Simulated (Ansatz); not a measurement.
Ansatz (a quantum-chemistry and plane-wave program) input (HF/STO-3G):

Ansatz 0.2 input:
```yaml
crystal:
  periodic: [false, false, false]
  atoms:
    - {symbol: C, position_ang: [0.00000000, -0.00000000, 0.00000000]}
    - {symbol: C, position_ang: [-0.00417723, 0.75450823, 1.26976351]}
    - {symbol: C, position_ang: [-0.00404543, -0.77165127, 1.25941949]}
    - {symbol: C, position_ang: [0.76720458, 0.00862060, -1.26211027]}
    - {symbol: C, position_ang: [-0.75898192, 0.00852243, -1.26707274]}
    - {symbol: H, position_ang: [-0.91665785, 1.25361755, 1.57173539]}
    - {symbol: H, position_ang: [0.90625614, 1.25373480, 1.57766269]}
    - {symbol: H, position_ang: [-0.91643948, -1.27496555, 1.55459713]}
    - {symbol: H, position_ang: [0.90647452, -1.27484830, 1.56052443]}
    - {symbol: H, position_ang: [1.26948429, -0.90074418, -1.56819650]}
    - {symbol: H, position_ang: [1.26932686, 0.92213758, -1.55584135]}
    - {symbol: H, position_ang: [-1.25914353, -0.90090683, -1.57641846]}
    - {symbol: H, position_ang: [-1.25930095, 0.92197493, -1.56406331]}
basis:
  gaussian:
    orbitals: STO-3G
hamiltonian:
  xc: {name: HF}
relax: {f_tol: 0.003, max_steps: 120}
```

Output:

```
Functional definition: HF
integrals: 0.00 GiB planned
511 factors; integrals over basis functions are off by at most 1.0e-5 eV
mean field: 0.07 GiB planned
mean field evaluation 1: about -5212.7828 eV, gradient 1.4e1 eV
mean field evaluation 2: about -5212.9477 eV, gradient 1.4e1 eV
mean field evaluation 4: about -5213.8174 eV, gradient 2.6e-1 eV
mean field evaluation 8: about -5213.8170 eV, gradient 2.6e-5 eV
mean field -5213.81700276 eV, -191.6042407994 hartree, gradient 2.7e-5 eV, S^2 0.000000; 0 other end points of the search recorded, 0 dependent functions left out
the calculation of the forces begins
reference -5213.81700276 eV, -191.6042407994 hartree; 19, 19 occupied and 14, 14 virtual orbitals, 511 factors
relax step   1: F+E_penalty+E_count = -5213.81700276 eV  Δ(F+E_penalty+E_count) = +0.000e0 eV  max|allowed force component| = 4.147e-1 eV/Å  Δτ_max = 0.0000 Å  (25 SCF iters, accepted)
these checks for a lower state are left out or cut short: starts, cluster_reference, orbital_swaps, neighbouring_geometries, increment
integrals: 0.00 GiB planned
511 factors; integrals over basis functions are off by at most 1.0e-5 eV
mean field: 0.07 GiB planned
mean field evaluation 16: about -5213.8334 eV, gradient 6.5e-6 eV
mean field -5213.83338336 eV, -191.6048427752 hartree, gradient 6.4e-6 eV, S^2 0.000000; 0 other end points of the search recorded, 0 dependent functions left out
the calculation of the forces begins
reference -5213.83338336 eV, -191.6048427752 hartree; 19, 19 occupied and 14, 14 virtual orbitals, 511 factors
relax step   2: F+E_penalty+E_count = -5213.83338336 eV  Δ(F+E_penalty+E_count) = -1.638e-2 eV  max|allowed force component| = 1.129e-1 eV/Å  Δτ_max = 0.0126 Å  (23 SCF iters, accepted)
these checks for a lower state are left out or cut short: starts, cluster_reference, orbital_swaps, neighbouring_geometries, increment
integrals: 0.00 GiB planned
511 factors; integrals over basis functions are off by at most 1.0e-5 eV
mean field: 0.07 GiB planned
mean field -5213.83398856 eV, -191.6048650162 hartree, gradient 6.4e-6 eV, S^2 0.000000; 0 other end points of the search recorded, 0 dependent functions left out
the calculation of the forces begins
reference -5213.83398856 eV, -191.6048650162 hartree; 19, 19 occupied and 14, 14 virtual orbitals, 511 factors
relax step   3: F+E_penalty+E_count = -5213.83398856 eV  Δ(F+E_penalty+E_count) = -6.052e-4 eV  max|allowed force component| = 1.012e-2 eV/Å  Δτ_max = 0.0038 Å  (24 SCF iters, accepted)
these checks for a lower state are left out or cut short: starts, cluster_reference, orbital_swaps, neighbouring_geometries, increment
integrals: 0.00 GiB planned
511 factors; integrals over basis functions are off by at most 1.0e-5 eV
mean field: 0.07 GiB planned
mean field evaluation 32: about -5213.8340 eV, gradient 6.4e-6 eV
mean field -5213.83400359 eV, -191.6048655684 hartree, gradient 6.4e-6 eV, S^2 0.000000; 0 other end points of the search recorded, 0 dependent functions left out
the calculation of the forces begins
reference -5213.83400359 eV, -191.6048655684 hartree; 19, 19 occupied and 14, 14 virtual orbitals, 511 factors
relax step   4: F+E_penalty+E_count = -5213.83400359 eV  Δ(F+E_penalty+E_count) = -1.503e-5 eV  max|allowed force component| = 6.527e-3 eV/Å  Δτ_max = 0.0012 Å  (24 SCF iters, accepted)
these checks for a lower state are left out or cut short: starts, cluster_reference, orbital_swaps, neighbouring_geometries, increment
integrals: 0.00 GiB planned
511 factors; integrals over basis functions are off by at most 1.0e-5 eV
mean field: 0.07 GiB planned
mean field -5213.83400845 eV, -191.6048657470 hartree, gradient 6.4e-6 eV, S^2 0.000000; 0 other end points of the search recorded, 0 dependent functions left out
the calculation of the forces begins
reference -5213.83400845 eV, -191.6048657470 hartree; 19, 19 occupied and 14, 14 virtual orbitals, 511 factors
relax step   5: F+E_penalty+E_count = -5213.83400845 eV  Δ(F+E_penalty+E_count) = -4.859e-6 eV  max|allowed force component| = 4.890e-4 eV/Å  Δτ_max = 0.0004 Å  (24 SCF iters, accepted)
integrals: 0.00 GiB planned
511 factors; integrals over basis functions are off by at most 1.0e-5 eV
mean field: 0.07 GiB planned
mean field -5213.83400845 eV, -191.6048657470 hartree, gradient 6.4e-6 eV, S^2 0.000000; 1 other end points of the search recorded, 0 dependent functions left out
the calculation of the forces begins
reference -5213.83400845 eV, -191.6048657470 hartree; 19, 19 occupied and 14, 14 virtual orbitals, 511 factors
Total energy: -5213.83400845 eV, -191.6048657470 hartree
Atom 0 at     0.000000    -0.000000     0.000000 Å, force    -0.000000    -0.000000     0.000000 eV/Å
Atom 1 at    -0.004221     0.748439     1.283361 Å, force    -0.000002    -0.000160     0.000487 eV/Å
Atom 2 at    -0.004090    -0.765767     1.273098 Å, force    -0.000002     0.000153     0.000489 eV/Å
Atom 3 at     0.761272     0.008713    -1.275768 Å, force    -0.000155     0.000003    -0.000488 eV/Å
Atom 4 at    -0.752961     0.008615    -1.280691 Å, force     0.000158     0.000003    -0.000487 eV/Å
Atom 5 at    -0.911916     1.254855     1.584151 Å, force    -0.000164    -0.000069    -0.000157 eV/Å
Atom 6 at     0.901434     1.254972     1.590047 Å, force     0.000165    -0.000069    -0.000156 eV/Å
Atom 7 at    -0.911698    -1.276370     1.566995 Å, force    -0.000164     0.000071    -0.000156 eV/Å
Atom 8 at     0.901653    -1.276254     1.572891 Å, force     0.000165     0.000071    -0.000155 eV/Å
Atom 9 at     1.270845    -0.895878    -1.580551 Å, force    -0.000070    -0.000166     0.000155 eV/Å
Atom 10 at     1.270689     0.917440    -1.568261 Å, force    -0.000070     0.000164     0.000157 eV/Å
Atom 11 at    -1.260425    -0.896041    -1.588781 Å, force     0.000069    -0.000166     0.000156 eV/Å
Atom 12 at    -1.260581     0.917277    -1.576491 Å, force     0.000069     0.000164     0.000158 eV/Å
Dipole moment:    -0.000000    -0.000000     0.000000 e Å
```

The geometry given is a B3LYP-D3(BJ)/def2-TZVP minimum.
